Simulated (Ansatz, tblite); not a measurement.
Cost and result up the ladder for [AlH4]- (AlH4⁻) (5 atoms). The state is a singlet with charge -1. Geometry: r2SCAN-D4/def2-TZVPD.

```
atom   x (Å)   y (Å)   z (Å)
 Al1   0.000  -0.001  -0.001
  H2  -0.915  -0.897   1.031
  H3   1.307   0.593   0.802
  H4  -0.897   1.249  -0.583
  H5   0.505  -0.944  -1.250
```

Ansatz on 4 threads of Arm Neoverse V1 on a shared host; xTB runs through tblite on one thread. Times are rough, summed over both states, and most runs start from the orbitals of an earlier one. PBE0-D4/def2-TZVPD serves as the yardstick here, not as an exact answer. The other state is a triplet.

The xTB rows come from tblite. HOMO above LUMO, or a gap near zero within one spin, warns that the state may not be the lowest or that an electron is smeared out.

xTB has no spin-polarisation term.

| level | functions | wall time | vertical triplet (eV) | difference from PBE0-D4/def2-TZVPD (eV) | remarks |
| --- | --- | --- | --- | --- | --- |
| GFN2-xTB | 13 | 0.004 s | 7.23 | 1.86 | – |
| PBE-D4/def2-TZVPD (with forces) | 79 | 1.2 s | 4.97 | -0.40 | HOMO above zero (triplet), gap within one spin near zero (triplet) |
| PBE0-D4/def2-TZVPD | 79 | 1.8 s | 5.37 | 0.00 | HOMO above zero (triplet) |
| r2SCAN-D4/def2-TZVPD | 79 | 3.2 s | 5.28 | -0.10 | HOMO above zero (triplet) |
